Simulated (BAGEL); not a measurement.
# UHF/STO-3G (density fitting with qzvpp-jkfit) run of C3H3 (SMILES [C]1=CC1)

Aim: the vertical doublet–quartet gap of C3H3 at UHF/STO-3G (density fitting with qzvpp-jkfit), from 2 runs. 

The results are computed with BAGEL 1.2.2.

1 further run of the same task is left out (set aside as unsound or not needed).

### 1 Starting point

The species is C3H3 (6 atoms), meant as a doublet with charge 0. As SMILES, `[C]1=CC1`. The shape is that of a GFN2-xTB optimisation.

Bond lengths: C1–C2 1.283 Å, C1–C3 1.482 Å, C2–C3 1.580 Å, C2–H4 1.061 Å, C3–H5 1.083 Å, C3–H6 1.083 Å. Angles: C1–C2–C3 61.3°, C2–C1–C3 69.3°, C1–C3–C2 49.4°, C1–C2–H4 158.5°, C3–C2–H4 140.2°, C1–C3–H5 120.2°, C1–C3–H6 120.2°, C2–C3–H5 118.5°, C2–C3–H6 118.5°, H5–C3–H6 114.5°.

### 2 The energy at UHF/STO-3G (density fitting with qzvpp-jkfit)

The input, input.json:

```json
{ "bagel": [

{
  "title": "molecule",
  "basis": "sto-3g",
  "df_basis": "qzvpp-jkfit",
  "angstrom": true,
  "geometry": [
    { "atom": "C", "xyz": [    0.699400,   -0.881640,    0.370740 ] },
    { "atom": "C", "xyz": [   -0.367750,   -0.785330,   -0.334650 ] },
    { "atom": "C", "xyz": [    0.278830,    0.534190,    0.246570 ] },
    { "atom": "H", "xyz": [   -1.193360,   -1.097840,   -0.922470 ] },
    { "atom": "H", "xyz": [   -0.214360,    1.031210,    1.073060 ] },
    { "atom": "H", "xyz": [    0.797250,    1.199410,   -0.433240 ] }
  ]
},
{ "title": "uhf", "nopen": 1 },
{ "title": "print", "file": "orbitals.molden", "orbitals": true }

]}
```

Started as:

```
$ BAGEL_NUM_THREADS=1 BAGEL input.json > input.out
```

What it wrote:

```text
* using 1 threads per process

  ===============================================================
  ===============================================================

  *** Geometry ***

  { "atom" : "C", "xyz" : [      1.321674,     -1.666058,      0.700597 ] },
  { "atom" : "C", "xyz" : [     -0.694947,     -1.484059,     -0.632397 ] },
  { "atom" : "C", "xyz" : [      0.526912,      1.009473,      0.465950 ] },
  { "atom" : "H", "xyz" : [     -2.255124,     -2.074617,     -1.743216 ] },
  { "atom" : "H", "xyz" : [     -0.405082,      1.948704,      2.027790 ] },
  { "atom" : "H", "xyz" : [      1.506584,      2.266556,     -0.818705 ] },

  Number of auxiliary basis functions:      279

  Since a DF basis is specified, we compute 2- and 3-index integrals:
    o Being stored without compression. Storage requirement is 0.001 GB

  Number of basis functions:       18
  Number of electrons      :       21

    * METHOD: MOLECULE                             0.05

  *** Open-shell HF ***

  === Nuclear Repulsion ===
    57.5037722703

      * DIIS with orbital gradients will be used.

  === UHF iteration (sto-3g) ===
      0       -113.68069086          0.03540538           0.00
      1       -113.72058440          0.02160068           0.00
      2       -113.73107706          0.01299375           0.01
      3       -113.73626335          0.00462628           0.00
      4       -113.73949447          0.00248233           0.00
      5       -113.74157948          0.00121139           0.00
      6       -113.74344336          0.00070911           0.00
      7       -113.74514542          0.00052853           0.00
      8       -113.74820441          0.00036829           0.00
      9       -113.74976293          0.00026152           0.00
     10       -113.75044139          0.00013048           0.00
     11       -113.75046757          0.00008358           0.00
     12       -113.75046852          0.00004460           0.01
     13       -113.75047038          0.00002204           0.00
     14       -113.75047083          0.00000628           0.00
     15       -113.75047108          0.00000347           0.00
     16       -113.75047118          0.00000213           0.00
     17       -113.75047121          0.00000065           0.00
     18       -113.75047121          0.00000024           0.01
     19       -113.75047121          0.00000012           0.01
     20       -113.75047121          0.00000005           0.00
     21       -113.75047121          0.00000002           0.00
     22       -113.75047121          0.00000001           0.00
     23       -113.75047121          0.00000001           0.00
    * SCF iteration converged.

    * S^2 (UHF) is 1.0821

    * Permanent dipole moment:
           (    0.204385,     0.024042,     0.139531) a.u.

    * METHOD: UHF                                  0.15

    * METHOD: PRINT                                0.00

  ===============================================================
```

Run time: 0.35 s. Hardware: 1 thread of Arm Neoverse V1, shared host.

### 3 The quartet

The input, job.json:

```json
{ "bagel": [

{
  "title": "molecule",
  "basis": "sto-3g",
  "df_basis": "qzvpp-jkfit",
  "angstrom": true,
  "geometry": [
    { "atom": "C", "xyz": [    0.699400,   -0.881640,    0.370740 ] },
    { "atom": "C", "xyz": [   -0.367750,   -0.785330,   -0.334650 ] },
    { "atom": "C", "xyz": [    0.278830,    0.534190,    0.246570 ] },
    { "atom": "H", "xyz": [   -1.193360,   -1.097840,   -0.922470 ] },
    { "atom": "H", "xyz": [   -0.214360,    1.031210,    1.073060 ] },
    { "atom": "H", "xyz": [    0.797250,    1.199410,   -0.433240 ] }
  ]
},
{ "title": "uhf", "nopen": 3 },
{ "title": "print", "file": "orbitals.molden", "orbitals": true }

]}
```

Started as:

```
$ BAGEL_NUM_THREADS=1 BAGEL job.json > job.out
```

What it wrote:

```text
* using 1 threads per process

  ===============================================================
  ===============================================================

  *** Geometry ***

  { "atom" : "C", "xyz" : [      1.321674,     -1.666058,      0.700597 ] },
  { "atom" : "C", "xyz" : [     -0.694947,     -1.484059,     -0.632397 ] },
  { "atom" : "C", "xyz" : [      0.526912,      1.009473,      0.465950 ] },
  { "atom" : "H", "xyz" : [     -2.255124,     -2.074617,     -1.743216 ] },
  { "atom" : "H", "xyz" : [     -0.405082,      1.948704,      2.027790 ] },
  { "atom" : "H", "xyz" : [      1.506584,      2.266556,     -0.818705 ] },

  Number of auxiliary basis functions:      279

  Since a DF basis is specified, we compute 2- and 3-index integrals:
    o Being stored without compression. Storage requirement is 0.001 GB

  Number of basis functions:       18
  Number of electrons      :       21

    * METHOD: MOLECULE                             0.05

  *** Open-shell HF ***

  === Nuclear Repulsion ===
    57.5037722703

      * DIIS with orbital gradients will be used.

  === UHF iteration (sto-3g) ===
      0       -113.50270273          0.04624419           0.00
      1       -113.58573625          0.02075948           0.01
      2       -113.60393286          0.00875025           0.00
      3       -113.60929549          0.00547825           0.00
      4       -113.61349824          0.00146452           0.01
      5       -113.61417974          0.00068334           0.01
      6       -113.61445168          0.00031381           0.00
      7       -113.61454407          0.00010393           0.00
      8       -113.61455369          0.00004370           0.00
      9       -113.61455538          0.00001525           0.01
     10       -113.61455573          0.00000577           0.01
     11       -113.61455581          0.00000187           0.01
     12       -113.61455582          0.00000101           0.00
     13       -113.61455582          0.00000051           0.01
     14       -113.61455582          0.00000012           0.00
     15       -113.61455582          0.00000004           0.00
     16       -113.61455582          0.00000002           0.01
     17       -113.61455582          0.00000001           0.00
    * SCF iteration converged.

    * S^2 (UHF) is 3.7702

    * Permanent dipole moment:
           (    0.167371,    -0.064544,     0.104815) a.u.

    * METHOD: UHF                                  0.12

    * METHOD: PRINT                                0.00

  ===============================================================
```

Wall time 0.31 s (1 thread of Arm Neoverse V1, shared host).

### 4 What came out

At UHF/STO-3G (density fitting with qzvpp-jkfit):

```
                                        quantity          value
                           doublet: total energy  -113.75047 Eh
                          doublet: dipole moment         0.63 D
                                   doublet: ⟨S²⟩          1.082
                           quartet: total energy  -113.61456 Eh
                          quartet: dipole moment         0.53 D
                                   quartet: ⟨S²⟩          3.770
vertical energy of the quartet above the doublet       3.698 eV
```

At this shape the quartet lies 3.70 eV (357 kJ/mol) above the doublet. In a minimal basis such a difference can be off by several eV, whatever the method. ⟨S²⟩ (doublet) is 1.08 where a pure doublet has 0.75: the reference is spin-contaminated.
